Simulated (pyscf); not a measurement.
Thermochemistry of product channels of H₃Si–O–SnH₃ + NH₃ on the singlet surface, in kJ/mol, from CCSD(T)/def2-TZVPP + ΔMP2(QZVPP) energies (ideal gas, 1 atm, RRHO with modes under 100 cm⁻¹ raised to 100, one conformer, R ln 2 for chiral ones without a mode under 150 cm⁻¹). Optimised with ωB97X-D3(BJ)/def2-SVP in PySCF. MP2 and CC: frozen core, UHF for open shells. ΔMP2 is the change of the MP2 total energy from the triple- to the quadruple-zeta basis.

| products | ΔE | ΔH(298 K) | ΔG(298 K) | ΔG(1200 K) |
|---|---|---|---|---|
| H₂N–SiH₃ + HO–SnH₃ | ___ | +62.1 | +57.3 | +40.1 |
| HO–SiH₃ + H₂N–SnH₃ | ___ | +44.4 | +40.4 | +26.2 |

### Question
Fill in the missing entries.

### Answer

- H₂N–SiH₃ + HO–SnH₃, ΔE: +65.7
- HO–SiH₃ + H₂N–SnH₃, ΔE: +47.4

These are energies of the channels, which say nothing of barriers. The CCSD(T) − MP2 part came from Ansatz, without density fitting, on the same reference. The frozen core leaves the outer d or s,p core shells of the metals and heavy elements correlated in the MP2 and CC values, and def2-TZVPP describes them poorly, which can shift differences by a few kcal/mol. Elements past Kr carry the def2 core potentials, without spin-orbit coupling.
